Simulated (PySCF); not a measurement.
## Spin-rotation constants: `[NH4+]`, [H4N]+, charge +1

Molfile (atoms numbered from 1):
```
H4N
     RDKit          3D

  5  4  0  0  0  0  0  0  0  0999 V2000
   -0.0065    0.0013   -0.0011 N   0  0  0  0  0  0  0  0  0  0  0  0
    0.8987   -0.4892    0.0139 H   0  0  0  0  0  0  0  0  0  0  0  0
    0.1088    0.9208   -0.4501 H   0  0  0  0  0  0  0  0  0  0  0  0
   -0.3432    0.1302    0.9634 H   0  0  0  0  0  0  0  0  0  0  0  0
   -0.6904   -0.5563   -0.5317 H   0  0  0  0  0  0  0  0  0  0  0  0
  1  2  1  0
  1  3  1  0
  1  4  1  0
  1  5  1  0
M  CHG  1   1   1
M  END
```

Method: GIAO KT2/aug-pcSseg-2 magnetisability, rotational g tensor and spin-rotation constants, non-relativistic, gas phase (PySCF). Geometry: PBE0-D3(BJ)/def2-SVP.

For an ion the centre-of-mass motion in the field is neglected.

(1) Give the nuclear spin-rotation constants along the inertial axes (H = +C I·J) beside the isotropic shieldings.

Answers

(1) Rotational constants 177.3771, 177.3664, 177.3623 GHz.
| atom | isotope | Caa (kHz) | Cbb (kHz) | Ccc (kHz) | mean (kHz) | σ (ppm) |
| --- | --- | --- | --- | --- | --- | --- |
| N1 | 14N | 6.953 | 6.953 | 6.953 | 6.953 | 231.7 |
| H2 | 1H | -14.884 | -14.884 | -14.883 | -14.884 | 26.4 |
| H3 | 1H | -14.884 | -14.883 | -14.883 | -14.883 | 26.4 |
| H4 | 1H | -14.884 | -14.883 | -14.883 | -14.884 | 26.4 |
| H5 | 1H | -14.884 | -14.883 | -14.883 | -14.884 | 26.4 |

Where two moments of inertia are equal or nearly so, the constants along those axes are given as their average.
For the geometry as given, no vibrational averaging.
